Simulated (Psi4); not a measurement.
**BH3O (BH2(OH)) at PBE/def2-TZVP (sweep point 3)**

Aim: the vertical electron affinity of BH3O (BH2(OH)) at PBE/def2-TZVP (sweep point 3), from 2 runs. 

The results are computed with Psi4 1.11.

4 further runs of the same task are left out: 4 set aside as unsound or not needed.

**1. The system as given**

BH3O has 5 atoms, charge 0, and is taken as a singlet. SMILES: `[H]B([H])O`. The coordinates come from a GFN2-xTB relaxation.

Bond lengths: B1–O4 1.325 Å, B1–H2 1.172 Å, B1–H3 1.182 Å, O4–H5 0.958 Å. Angles: B1–O4–H5 117.9°, H2–B1–O4 115.8°, H3–B1–O4 122.8°, H2–B1–H3 121.4°.

**2. The energy at PBE/def2-TZVP (sweep point 3)**

Input file bh3o.in:

```
memory 1600 MB

molecule {
  B      0.270970     0.302480    -0.108500
  H      1.403550     0.390040    -0.395610
  H     -0.432910     1.251360    -0.080700
  O     -0.159420    -0.918700     0.174490
  H     -1.082200    -1.025180     0.410320
  units angstrom
  symmetry c1
}

set globals {
  basis def2-TZVP
  puream true
  scf_type pk
  dft_radial_points 35
  dft_spherical_points 110
}

e, wfn = energy("pbe", return_wfn=True)
```

On the command line:

```console
$ psi4 bh3o.in bh3o.out -n 1
```

bh3o.out:

```text
[...]
  Running in c1 symmetry.
[...]
  Nuclear repulsion =   30.808510932835333
[...]
  Multiplicity = 1
[...]
  Nalpha       = 8
  Nbeta        = 8
[...]
    Number of basis functions: 80
[...]
   @RKS iter   1:  -101.57769496570542   -2.81666e-01   9.52589e-03 ADIIS/DIIS
[...]
   @RKS iter   8:  -101.81535703690169   -1.67295e-08   4.86825e-07 DIIS
[...]
    Orbital Energies [Eh]
    ---------------------
    Doubly Occupied:
       1A    -18.783573     2A     -6.511848     3A     -0.960168
       4A     -0.534870     5A     -0.407435     6A     -0.358659
       7A     -0.337782     8A     -0.266024
[...]
  @RKS Final Energy:  -101.81535703690169
   => Energetics <=
    Nuclear Repulsion Energy =             30.8085109328353326
    One-Electron Energy =                -199.1595781046318052
    Two-Electron Energy =                  80.1998314071412750
    DFT Exchange-Correlation Energy =     -13.6641212722464918
    Empirical Dispersion Energy =           0.0000000000000000
    VV10 Nonlocal Energy =                  0.0000000000000000
    Total Energy =                       -101.8153570369016876
[...]
 Multipole Moments:
 ------------------------------------------------------------------------------------
     Multipole            Electronic (a.u.)      Nuclear  (a.u.)        Total (a.u.)
 ------------------------------------------------------------------------------------
 L = 1.  Multiply by 2.5417464519 to convert [e a0] to [Debye]
 Dipole X            :         -0.2569221           -0.3836744           -0.6405966
 Dipole Y            :         -1.0319295            0.9515604           -0.0803691
 Dipole Z            :          0.2181799           -0.0525035            0.1656765
 Magnitude           :                                                    0.6665372
[...]
```

Run time: 2 s. Hardware: 1 thread of Intel Xeon 6975P-C (Granite Rapids), shared host; peak memory 0.32 GiB.

**3. The doublet anion at the same level**

Input file calc.in:

```
memory 1600 mb

molecule mol {
  -1 2
  B      0.270970     0.302480    -0.108500
  H      1.403550     0.390040    -0.395610
  H     -0.432910     1.251360    -0.080700
  O     -0.159420    -0.918700     0.174490
  H     -1.082200    -1.025180     0.410320
  units angstrom
  symmetry c1
}

set {
  basis                def2-TZVP
  reference            uks
  puream               true
  scf_type             pk
  dft_radial_points    35
  dft_spherical_points 110
  maxiter              150
}

result, w = energy('pbe', return_wfn=True)
```

On the command line:

```console
$ psi4 calc.in calc.out -n 1
```

calc.out:

```text
[...]
  Running in c1 symmetry.
[...]
  Nuclear repulsion =   30.808510932835333
[...]
  Multiplicity = 2
[...]
  Nalpha       = 9
  Nbeta        = 8
[...]
    Number of basis functions: 80
[...]
   @UKS iter   1:  -101.25494151649634    4.10875e-02   1.22731e-02 DIIS/ADIIS
[...]
   @UKS iter  10:  -101.75607682473277   -2.87323e-08   5.31469e-07 DIIS
[...]
   @S^2 Observed:                7.520906270E-01
[...]
    Orbital Energies [Eh]
    ---------------------
    Alpha Occupied:
       1A    -18.523139     2A     -6.234968     3A     -0.711384
       4A     -0.289123     5A     -0.160880     6A     -0.112213
       7A     -0.092537     8A     -0.021865     9A      0.162147
    Alpha Virtual:
      10A      0.183073    11A      0.231918    12A      0.254715
      13A      0.284773    14A      0.315625    15A      0.328915
      16A      0.390808    17A      0.515032    18A      0.546967
      19A      0.562777    20A      0.623653    21A      0.647298
      22A      0.649836    23A      0.662520    24A      0.719773
      25A      0.746474    26A      0.859503    27A      0.893069
[...]
  @UKS Final Energy:  -101.75607682473277
   => Energetics <=
    Nuclear Repulsion Energy =             30.8085109328353326
    One-Electron Energy =                -203.1422170201535664
    Two-Electron Energy =                  84.4512522954185556
    DFT Exchange-Correlation Energy =     -13.8736230328330983
    Empirical Dispersion Energy =           0.0000000000000000
    VV10 Nonlocal Energy =                  0.0000000000000000
    Total Energy =                       -101.7560768247327729
[...]
 Multipole Moments:
 ------------------------------------------------------------------------------------
     Multipole            Electronic (a.u.)      Nuclear  (a.u.)        Total (a.u.)
 ------------------------------------------------------------------------------------
 L = 1.  Multiply by 2.5417464519 to convert [e a0] to [Debye]
 Dipole X            :         -0.6933061           -0.3836744           -1.0769806
 Dipole Y            :         -2.3319321            0.9515604           -1.3803717
 Dipole Z            :          0.5083507           -0.0525035            0.4558473
 Magnitude           :                                                    1.8091738
[...]
```

Run time: 2.4 s. Hardware: 1 thread of Intel Xeon 6975P-C (Granite Rapids), shared host; peak memory 0.32 GiB.

**4. What came out**

At PBE/def2-TZVP (sweep point 3):

| quantity | value |
| --- | --- |
| singlet BH3O: total energy | -101.81536 Eh |
| singlet BH3O: dipole moment | 1.69 D |
| singlet BH3O: HOMO energy | -7.24 eV |
| singlet BH3O: LUMO energy | -1.30 eV |
| singlet BH3O: HOMO–LUMO gap | 5.94 eV |
| doublet anion: total energy | -101.75608 Eh |
| doublet anion: HOMO energy (highest over α and β) | 4.41 eV |
| doublet anion: LUMO energy (lowest over α and β) | 4.98 eV |
| doublet anion: ⟨S²⟩ | 0.752 |
| vertical electron affinity (to the doublet anion) | -1.613 eV |

The anion lies 1.61 eV (37 kcal/mol) above the neutral: the electron isn't bound at this level, and such a value depends on the basis. Without diffuse functions anions come out too high. The HOMO (doublet anion) lies at positive energy, 4.41 eV, as semi-local functionals often give for anions; only total energies tell whether the electron is bound.
